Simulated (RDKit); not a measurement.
RDKit input (MMFF94):

```python
from rdkit import Chem
from rdkit.Chem import AllChem, rdDetermineBonds

mol = Chem.MolFromXYZFile('mol.xyz')
rdDetermineBonds.DetermineBonds(mol, charge=1)
print('SMILES', Chem.MolToSmiles(Chem.RemoveHs(mol)))
ff = AllChem.MMFFGetMoleculeForceField(mol, AllChem.MMFFGetMoleculeProperties(mol))
e0 = ff.CalcEnergy()
flag = ff.Minimize(maxIts=5000, forceTol=1e-5)
print(f'energy {e0:.4f} -> {ff.CalcEnergy():.4f} kcal/mol, converged: {flag == 0}')
print(Chem.MolToXYZBlock(mol))
```
mol.xyz:
```
9

C     -0.90662125     0.03356361     0.01032845
O     -0.65976389    -1.22345915     0.01905495
O      0.01796517     0.87372362    -0.00828984
H     -1.92429970     0.42273406     0.01867193
C      1.44997031     0.46407951    -0.02130595
H      1.98517887     1.40495353    -0.03628633
H      1.64490934    -0.10607014     0.88265114
H      1.62376902    -0.12272839    -0.91889202
H     -1.45526222    -1.78686349     0.03359938
```

Task: Which steric energies does it print, before and after the minimisation?

Result: -34.03 and -42.78 kcal/mol. They count from the force field's own zero for this bonding and are no heats of formation.
